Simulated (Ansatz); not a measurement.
**UHF/6-311+G(d,p) run of C2H7Si (SMILES C[SiH]C)**

Aim: the vertical ionisation energy of C2H7Si at UHF/6-311+G**, from 2 runs. 

The results are computed with Ansatz 0.2.0.

36 further runs of the same task are left out: 36 set aside as unsound or not needed.

## 1. The system as given

C2H7Si: 10 atoms, total charge 0, spin state doublet. As SMILES, `C[SiH]C`. Geometry: relaxed at PBE0-D4/def2-TZVP.

Bond lengths: C1–Si2 1.877 Å, Si2–C3 1.877 Å, C1–H4 1.095 Å, C1–H5 1.092 Å, C1–H6 1.092 Å, Si2–H7 1.495 Å, C3–H8 1.092 Å, C3–H9 1.092 Å, C3–H10 1.095 Å. Some angles: C1–Si2–C3 111.8°, C1–Si2–H7 110.2°, C3–Si2–H7 110.2°, Si2–C1–H4 110.5°, Si2–C1–H5 111.1°, Si2–C1–H6 111.0°, Si2–C3–H8 111.0°, Si2–C3–H9 111.1°, Si2–C3–H10 110.5°, H4–C1–H5 108.0°.

## 2. The energy at UHF/6-311+G(d,p)

Input file run.yaml:

```yaml
crystal:
  periodic: [false, false, false]
  atoms:
    - symbol: C
      position_ang: [-1.065300, 0.729000, -0.876200]
    - symbol: Si
      position_ang: [0.579500, 0.676400, 0.026300]
    - symbol: C
      position_ang: [0.745000, -0.863300, 1.086800]
    - symbol: H
      position_ang: [-1.173700, -0.143700, -1.529000]
    - symbol: H
      position_ang: [-1.145400, 1.625300, -1.494500]
    - symbol: H
      position_ang: [-1.899100, 0.727900, -0.170400]
    - symbol: H
      position_ang: [1.707100, 0.752000, -0.952200]
    - symbol: H
      position_ang: [-0.043500, -0.905000, 1.841800]
    - symbol: H
      position_ang: [1.708100, -0.884600, 1.600600]
    - symbol: H
      position_ang: [0.670300, -1.765000, 0.469600]
basis:
  gaussian: {orbitals: 6-311+G_st__st_-spherical.json}
output: {orbitals: {seedname: orbitals}}
hamiltonian: {xc: hf}
magnetization: {spin_polarized: true, initial_magnetization: 1}
accuracy: high
```

The basis set 6-311+G** is read from a file made from the Basis Set Exchange's data (not shown).

Run with:

```
$ ansatz run run.yaml --threads 1 --pin off --max-ram 3480MiB --events-out events.jsonl --progress --plain --runs-dir runs
```

What it wrote:

```text
Warning: RAYON_NUM_THREADS=1 ignored (pool sized by the plan → 1); use --threads N
Functional definition: HF
  name "HF"
  exchange = exact_x
  correlation = 0
2270 factors; integrals over basis functions are off by at most 6.3e-9 eV
mean field evaluation 1: about -10030.6066 eV, gradient 2.4e1 eV
mean field evaluation 2: about -10030.6094 eV, gradient 2.4e1 eV
mean field evaluation 4: about -10033.9746 eV, gradient 2.3e0 eV
mean field evaluation 8: about -10034.0385 eV, gradient 1.1e-3 eV
mean field -10034.03853702 eV, -368.7441149200 hartree, gradient 1.9e-8 eV, S^2 0.753088; 0 other end points of the search recorded, 0 dependent functions left out
reference -10034.03853702 eV, -368.7441149200 hartree; 17, 16 occupied and 99, 100 virtual orbitals, 2270 factors
Total energy: -10034.03853702 eV, -368.7441149200 hartree
```

Run time: 5.4 s. Hardware: 1 thread of Arm Neoverse V1, shared host; peak memory 0.39 GiB.

## 3. The singlet cation

Input file input.yaml:

```yaml
crystal:
  periodic: [false, false, false]
  atoms:
    - {symbol: C, position_ang: [-1.065300, 0.729000, -0.876200]}
    - {symbol: Si, position_ang: [0.579500, 0.676400, 0.026300]}
    - {symbol: C, position_ang: [0.745000, -0.863300, 1.086800]}
    - {symbol: H, position_ang: [-1.173700, -0.143700, -1.529000]}
    - {symbol: H, position_ang: [-1.145400, 1.625300, -1.494500]}
    - {symbol: H, position_ang: [-1.899100, 0.727900, -0.170400]}
    - {symbol: H, position_ang: [1.707100, 0.752000, -0.952200]}
    - {symbol: H, position_ang: [-0.043500, -0.905000, 1.841800]}
    - {symbol: H, position_ang: [1.708100, -0.884600, 1.600600]}
    - {symbol: H, position_ang: [0.670300, -1.765000, 0.469600]}
basis:
  gaussian:
    orbitals: 6-311+G_st__st_-spherical.json
total_charge: 1
hamiltonian:
  xc: hf
output: {orbitals: {seedname: orbitals}}
accuracy: high
```

The basis set 6-311+G** is read from a file made from the Basis Set Exchange's data (not shown).

Run with:

```
$ ansatz run input.yaml --threads 1 --pin off --max-ram 3480MiB --events-out events.jsonl --progress --plain --runs-dir runs
```

What it wrote:

```text
Warning: RAYON_NUM_THREADS=1 ignored (pool sized by the plan → 1); use --threads N
[... 4 set-up lines as earlier in the session ...]
2270 factors; integrals over basis functions are off by at most 6.3e-9 eV
mean field evaluation 1: about -10020.8523 eV, gradient 4.8e1 eV
mean field evaluation 2: about -10020.8552 eV, gradient 4.8e1 eV
mean field evaluation 4: about -10026.6273 eV, gradient 2.8e0 eV
mean field evaluation 8: about -10026.6742 eV, gradient 6.4e-4 eV
mean field -10026.67422397 eV, -368.4734814070 hartree, gradient 1.1e-8 eV, S^2 0.000000; 0 other end points of the search recorded, 0 dependent functions left out
reference -10026.67422397 eV, -368.4734814070 hartree; 16, 16 occupied and 100, 100 virtual orbitals, 2270 factors
Total energy: -10026.67422397 eV, -368.4734814070 hartree
```

Run time: 4.2 s. Hardware: 1 thread of Arm Neoverse V1, shared host; peak memory 0.33 GiB.

## 4. What came out

Level: UHF/6-311+G**.

| quantity | value |
| --- | --- |
| doublet C2H7Si: total energy | -368.74411 Eh |
| doublet C2H7Si: HOMO energy (highest over α and β) | -8.32 eV |
| doublet C2H7Si: LUMO energy (lowest over α and β) | 1.25 eV |
| doublet C2H7Si: ⟨S²⟩ | 0.753 |
| singlet cation: total energy | -368.47348 Eh |
| singlet cation: HOMO energy | -17.98 eV |
| singlet cation: LUMO energy | -6.40 eV |
| singlet cation: HOMO–LUMO gap | 11.58 eV |
| vertical ionisation energy (to the singlet cation) | 7.364 eV |

In words: Removing an electron at fixed nuclei costs 7.36 eV (711 kJ/mol). Only the singlet of the ionised species was computed; a triplet could lie lower.
